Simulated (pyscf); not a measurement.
Optimised with ωB97X-D3(BJ)/def2-SVP in PySCF.

Q: What is the homolytic dissociation enthalpy (298 K, ωB97M-D3(BJ)/def2-TZVP) of the O–Zr bond of HO–Zr(OH)(Cl)–Cl, to OH• + [HO–Zr(Cl)–Cl]•?

A: O–Zr to OH• + [HO–Zr(Cl)–Cl]•: 5.36 eV. The 7 functionals that were run give +5.25 (M06-2X) to +5.47 eV (ωB97X-D3(BJ)). The radicals are drawn with the spin at the cut bond; how far it spreads was not checked. Other isomers of [HO–Zr(Cl)–Cl]• were not searched in full and may lie lower. Left out: the spin-orbit lowering of OH. Open-shell species with a d-block atom are single-reference here; other states, and whether the spin sits on metal or ligand, were not checked. Elements past Kr carry the def2 core potentials, without spin-orbit coupling.
